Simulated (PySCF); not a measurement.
Ethylamine, C2H7N.
Numbering: `[CH3:1][CH2:2][NH2:3]` (hydrogens: H4, H5, H6 on C1; H7, H8 on C2; H9, H10 on N3)

Cartesian coordinates in Å at the PBE0-D3(BJ)/def2-TZVP level; atoms count from 1:
```xyz
10
C2H7N angstrom
C     -1.062   -0.084   -0.077
C      0.319    0.552   -0.141
N      1.429   -0.312    0.223
H     -1.844    0.627   -0.358
H     -1.281   -0.440    0.934
H     -1.129   -0.941   -0.754
H      0.349    1.429    0.513
H      0.504    0.926   -1.152
H      1.454   -1.126   -0.381
H      1.310   -0.659    1.168
```

Level: wB97X-D/pcSseg-2 in PySCF, non-relativistic, on one gas-phase PBE0-D3(BJ)/def2-TZVP geometry that isn't relaxed in the solvent. The solvent is an IEF-PCM continuum (cavity from Bondi-type radii × 1.2). Only the electrostatic response of the medium enters.

Gas phase at wB97X-D/pcSseg-2: HOMO -8.78 eV, LUMO 2.29 eV, dipole 1.36 D.

Task: What does the continuum do to the energy, the frontier levels and the dipole at wB97X-D/pcSseg-2 in chloroform?

Result: 
| solvent | ε | E(solvent) − E(gas) (kJ/mol) | polarisation term (kJ/mol) | distortion of the solute (kJ/mol) | HOMO (eV) | LUMO (eV) | dipole (D) |
| --- | --- | --- | --- | --- | --- | --- | --- |
| chloroform | 4.711 | -12.53 | -13.87 | 1.34 | -8.83 | 2.49 | 1.66 |

The polarisation term is half the interaction of the solute with the surface charges that it induces; the rest is the cost of distorting the solute's density. The sum is the electrostatic part of solvation alone.

Task: Which radius a makes the point-dipole formula ΔE = −[(ε − 1)/(2ε + 1)]·μ²/a³ give the value in chloroform, with the gas-phase dipole?

Result: μ = 0.536 au and |ΔE| = 0.00477 Eh give a = 1.47 Å; the farthest nucleus lies 1.99 Å from the centroid of the nuclei, so such a sphere wouldn't even hold the nuclei. The formula assumes a rigid point dipole at the centre of a sphere.

Task: Give the dipole vector in the frame of the coordinates (D, pointing from negative to positive charge), gas and chloroform.

Result: Gas (-1.17, -0.68, 0.10), solvent (-1.42, -0.85, 0.12). Its length changes by +22 % and its direction by less than 1°.

The pairwise dispersion term of wB97X-D wasn't added to the energies; at a given geometry it leaves orbitals and properties as they are.
